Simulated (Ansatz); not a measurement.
**Worked example: the step energy**

An elementary step of CH6NSi, doublet (CH₆NSi ([CH2][NH][SiH3]) → CH₆NSi ([NH][CH2][SiH3]); N–Si broken or loosened, C–Si formed or tightened). “Start” and “end” are the PBE0-D4/def2-TZVP structures reached by relaxing down either side of its saddle point, with the molecules still in contact.

Ansatz 0.2.0; basis: def2-TZVPP and def2-QZVPP; cores frozen in the correlated methods; orbitals are unrestricted.

Energies in eV:

| quantity | end | start |
| --- | --- | --- |
| Hartree–Fock, triple zeta (X = 3) | -10469.28073 | -10469.95457 |
| Hartree–Fock, quadruple zeta (X = 4) | -10469.65629 | -10470.34232 |
| MP2 correlation, X = 3 | -13.05762 | -13.30752 |
| MP2 correlation, X = 4 | -13.97662 | -14.24868 |
| CCSD(T) correlation, X = 3 | -14.88621 | -14.97049 |

Question: Work out the step energy at the basis limit: extrapolate Hartree–Fock as E(X) = E∞ + A exp(−7.88 √X) and the MP2 correlation as E(X) = E∞ + B X^−2.97 (the exponents that Neese and Valeev fitted for def2-TZVPP and QZVPP), then add CCSD(T) − MP2 in triple zeta.

Answer: Each step is linear, so take the differences first (end − start): Hartree–Fock 0.67384 (X = 3) and 0.68603 (X = 4); MP2 correlation 0.24990 and 0.27206; CCSD(T) correlation 0.08428.
Two points give E∞ = E(4) + w [E(4) − E(3)], with w = 1/(exp(7.88 (2 − √3)) − 1) = 0.1377 for Hartree–Fock and w = 1/((4/3)^2.97 − 1) = 0.7407 for the correlation.
Hartree–Fock: 0.68603 + 0.1377 × 0.01219 = 0.6877 eV.
MP2 correlation: 0.27206 + 0.7407 × 0.02216 = 0.2885 eV.
CCSD(T) − MP2: 0.08428 − 0.24990 = -0.1656 eV.
Sum: 0.6877 + 0.2885 + (-0.1656) = 0.8106 eV, or 18.69 kcal/mol. Plain CCSD(T) in triple zeta gives 0.7581 eV, so the larger basis shifts the result by 0.0525 eV.

No T1 diagnostic of these runs exceeds 0.034. ⟨S²⟩ of the unrestricted Hartree–Fock references: 0.76 to 0.93 (a pure state has 0.75). The unrestricted reference is spin-contaminated, which hurts MP2 most.

Radical steps of this kind take place in plasma deposition and etching.

Labels in which every atom is bracketed show which atoms are joined, not bond orders.

For scale, one of the runs: CCSD(T)/def2-TZVPP, 188 basis functions, launched by `ansatz run in.yaml --threads 4 --pin off --events-out ev --progress --plain --max-ram 9574MiB`. Hardware: 4 CPU threads of an AMD EPYC, shared host. Wall time 2.8 min; peak host memory 4.9 GiB.
